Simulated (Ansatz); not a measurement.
**How close CCSD(T) comes to the exact answer in a basis**

Each species is computed at the geometry given (Å), with frozen cores, in Ansatz 0.2.0: RHF-CCSD(T) for singlets, UHF-CCSD(T) otherwise, and full CI in the same basis. The program picks the determinant by trial CCSD, so it needn't be the lowest Hartree–Fock solution. States: OH Σ⁻ or Δ, CH2⁻ B1, BH Σ⁻ or Δ, HAlB A''. Cases whose determinant has another symmetry than full CI's state, or whose (Q) step broke down, weren't drawn.

Q: Judging by size, spin and bonding and the diagnostics given, rank them by the size of CCSD(T)'s error in total energy against full CI in the same basis, smallest first (an estimate).
A. CH$_{2}$⁻, doublet, aug-cc-pVDZ: C 0.000 -0.103 0.000; H 0.000 0.613 -0.868; H 0.000 0.613 0.868. T1 0.020, (T) -158 meV in a correlation energy of -4.70 eV
B. OH, quartet, cc-pVTZ: O 0.000 0.000 0.000; H 0.000 0.000 0.973. T1 0.008, (T) -92 meV in a correlation energy of -4.72 eV
C. HAlB, doublet, cc-pVDZ: B 0.000 -0.139 1.516; Al 0.000 0.097 -0.547; H 0.000 -1.103 -1.608. T1 0.076, (T) -144 meV in a correlation energy of -3.40 eV
D. BH, quintet, aug-cc-pVTZ: B 0.000 0.000 0.000; H 0.000 0.000 1.206. T1 0.007, (T) -11 meV in a correlation energy of -0.81 eV

A: D (2.5 meV), B (7.7 meV), A (31.9 meV), C (146.1 meV).

```json
{"species": "BH, quintet", "basis": "aug-cc-pVTZ", "correlated electrons": "4", "CCSD(T) − full CI (meV)": "2.5", "CCSDT(Q) − full CI (meV)": "-0.9", "unpaired electrons (full CI)": "4.00", "T1": "0.007", "⟨S²⟩ of the determinant": "6.00"}
{"species": "OH, quartet", "basis": "cc-pVTZ", "correlated electrons": "7", "CCSD(T) − full CI (meV)": "7.7", "CCSDT(Q) − full CI (meV)": "-3.5", "unpaired electrons (full CI)": "3.01", "T1": "0.008", "⟨S²⟩ of the determinant": "3.76"}
{"species": "CH2⁻, doublet", "basis": "aug-cc-pVDZ", "correlated electrons": "7", "CCSD(T) − full CI (meV)": "31.9", "CCSDT(Q) − full CI (meV)": "-0.3", "unpaired electrons (full CI)": "1.06", "T1": "0.020", "⟨S²⟩ of the determinant": "0.77"}
{"species": "HAlB, doublet", "basis": "cc-pVDZ", "correlated electrons": "7", "CCSD(T) − full CI (meV)": "146.1", "CCSDT(Q) − full CI (meV)": "3.0", "unpaired electrons (full CI)": "1.51", "T1": "0.076", "⟨S²⟩ of the determinant": "1.67"}
```

Unpaired electrons are Σ n²(2−n)² over natural occupations; an open shell counts its own unpaired electrons too. Frozen cores follow each run's orbitals, which moves totals by a few meV.
